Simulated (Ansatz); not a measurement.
Relaxation of F2H2Si (5 atoms, charge 0, multiplicity 1), to a largest force component of 0.02 eV/Å in at most 40 steps.

Level of theory: RKS PBE/def2-SVP (Ansatz 0.2.0).

```xyz
5
Properties=species:S:1:pos:R:3
Si 0.000 0.000 0.000
F 0.000 0.000 1.590
F 1.499 0.000 -0.529
H -0.688 1.191 -0.486
H -0.688 -1.191 -0.486
```

Q: Where does it end, and by what steps?

A: It converged. After 3 steps the energy has fallen by 0.086 eV; H4 moved furthest, 0.07 Å.

```
step  energy less start (eV)  largest force component (eV/Å)  accepted
   0                  0.0000                           1.343       yes
   1                 -0.0681                           0.774       yes
   2                 -0.0860                           0.077       yes
   3                 -0.0862                           0.004       yes
```

```xyz
5
Properties=species:S:1:pos:R:3
Si -0.025 0.000 -0.017
F -0.001 0.000 1.609
F 1.517 0.000 -0.537
H -0.683 1.257 -0.483
H -0.683 -1.257 -0.483
```

The run took 5.3 s on 1 thread of Arm Neoverse V1, with other jobs on the host, peak memory 0.1 GiB.
